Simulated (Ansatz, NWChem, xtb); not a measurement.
**Worked example: C3H3F3 → C2F2 + CH3F**

Species: C3H3F3 `F/C=C(/F)CF`, singlet; C2F2 `FC#CF`, singlet; CH3F (fluoromethane) `CF`, singlet. 

Shapes, held fixed at every level: PBE0-D4/def2-TZVP. Flexible molecules stand in one conformer, not always the lowest. Programs: Ansatz 0.2.0, NWChem 7.3.0, xtb 6.7.1. Electronic energies: no zero-point or thermal term.

At CCSD(T)/CBS estimate; 1 Eh = 2625.50 kJ/mol:

| species | energy (Eh) |
| --- | --- |
| C3H3F3 | -415.280650 |
| C2F2 | -275.531996 |
| CH3F | -139.634611 |

Problem. Work out ΔE of the reaction at this level.

Solution. 
1. Products less reactants: (-275.531996) + (-139.634611) − [(-415.280650)] = 0.114043 Eh = +299.4 kJ/mol.

Other levels give +284.9 (HF/def2-TZVPP) to +311.0 kJ/mol (wB97X-V/def2-TZVPP). No measured value is set beside it here. The CBS estimate extrapolates MP2 from def2-TZVPP and def2-QZVPP and adds CCSD(T) − MP2 in the triple-zeta set, cores frozen.
